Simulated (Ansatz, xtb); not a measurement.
C4H5Cl: which of two isomers lies lower

Structure I: `C=C/C=C/Cl`, a singlet. Structure II: `C=C/C=C\Cl`, a singlet. Both are isolated molecules in the gas phase, relaxed with r2SCAN-D4/def2-SVP; the shapes shown needn't be the lowest conformers.

I (Å):

```
atom    x (Å)    y (Å)    z (Å)
   C  -1.7934  -0.8874  -0.1876
   C  -0.8318  -0.9769  -1.1260
   C   0.1748   0.0396  -1.3556
   C   1.1239  -0.0805  -2.3033
  Cl   2.3312   1.1202  -2.5914
   H  -1.8649  -0.0142   0.4696
   H  -2.5323  -1.6809  -0.0510
   H  -0.7882  -1.8662  -1.7685
   H   0.1550   0.9386  -0.7282
   H   1.2039  -0.9487  -2.9648
```

II (Å):

```xyz
10

C     0.0309   -1.8344   -2.5064
C    -0.4414   -0.7136   -1.9282
C    -0.0713   -0.2797   -0.5979
C    -0.5051    0.8266    0.0375
Cl   -1.6197    1.9642   -0.6465
H     0.7369   -2.4902   -1.9852
H    -0.2742   -2.1269   -3.5144
H    -1.1470   -0.0752   -2.4726
H     0.6341   -0.9059   -0.0377
H    -0.1849    1.0973    1.0462
```

Quicker runs give these differences E(II) − E(I): GFN2-xTB +0.53 kcal/mol; HF/STO-3G +0.05 kcal/mol (at GFN2-xTB geometries); r2SCAN-D4/def2-SVP//GFN2-xTB −0.66 kcal/mol.

Problem. Which of the two would you expect CCSD(T)/def2-SVP + ΔMP2/def2-TZVPP electronic energies to favour?

Solution. CCSD(T)/def2-SVP + ΔMP2/def2-TZVPP gives E(II) − E(I) = −0.35 kcal/mol, slightly favouring structure II, which is too small a margin to settle the true order.

The same difference at several levels:

```
                             level            geometry  E(II) − E(I) (kcal/mol)  departure from the last row (kcal/mol)  job, with rough time for the two
                          GFN2-xTB            GFN2-xTB                     +0.53                                   +0.88              optimisation, 0.38 s
                         HF/STO-3G            GFN2-xTB                     +0.05                                   +0.40               single point, 0.8 s
      r2SCAN-D4/def2-SVP//GFN2-xTB            GFN2-xTB                     −0.66                                   −0.30               single point, 5.8 s
                r2SCAN-D4/def2-SVP  r2SCAN-D4/def2-SVP                     −0.66                                   −0.30                optimisation, 40 s
                       HF/def2-SVP  r2SCAN-D4/def2-SVP                     −0.34                                   +0.01           part of the CCSD(T) run
                      MP2/def2-SVP  r2SCAN-D4/def2-SVP                     −0.46                                   −0.11           part of the CCSD(T) run
                  CCSD(T)/def2-SVP  r2SCAN-D4/def2-SVP                     −0.44                                   −0.09                      single point
CCSD(T)/def2-SVP + ΔMP2/def2-TZVPP  r2SCAN-D4/def2-SVP                     −0.35                                                        single point, 50 s
```

As drawn, both hold the same kinds of bond in the same numbers.

The largest departure from CCSD(T)/def2-SVP + ΔMP2/def2-TZVPP is that of GFN2-xTB, 0.88 kcal/mol. The last row adds to CCSD(T) the change of the MP2 difference between the two basis sets, here +0.09 kcal/mol.

With harmonic frequencies from r2SCAN-D4/def2-SVP (ideal gas, rigid rotor, one conformer each, 298.15 K, 1 atm): the zero-point term adds +0.17 kcal/mol; ΔH is −0.27 and ΔG −0.24 kcal/mol.

The correlated steps freeze 9 core orbitals. Programs: Ansatz 0.2.0, xtb 6.7.1; the last row on 2 threads of Intel(R) Xeon(R) Processor @ 2.50GHz (Skylake/Cascade Lake) on a shared host.
